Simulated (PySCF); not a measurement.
diphosphorus anion (P₂), SMILES P#P (connectivity only; charge and spin as stated), charge -1, multiplicity 2.

Geometry: r2SCAN-D4/def2-TZVPD. The multiplicity is an assumed one; other spin states were not compared.

Two levels are set side by side: PBE/def2-TZVPD (PySCF) and ωB97X/def2-TZVPD (PySCF). Same geometry, gas phase. Differences are taken from unrounded values.

```csv
quantity,ωB97X
α-spin orbital gap (eV),5.84
β-spin orbital gap (eV),8.36
```

Task: What does PBE give, and how far is it from ωB97X? (An estimate is asked for; the answer gives what the named calculation found.)

Result: 
```tsv
quantity	PBE	PBE minus ωB97X
α-spin orbital gap (eV)	0.10	-5.74
β-spin orbital gap (eV)	2.72	-5.64
```

Rough cost on one machine, each run with all the roots and properties that it gave: ωB97X against PBE within a factor of 2.
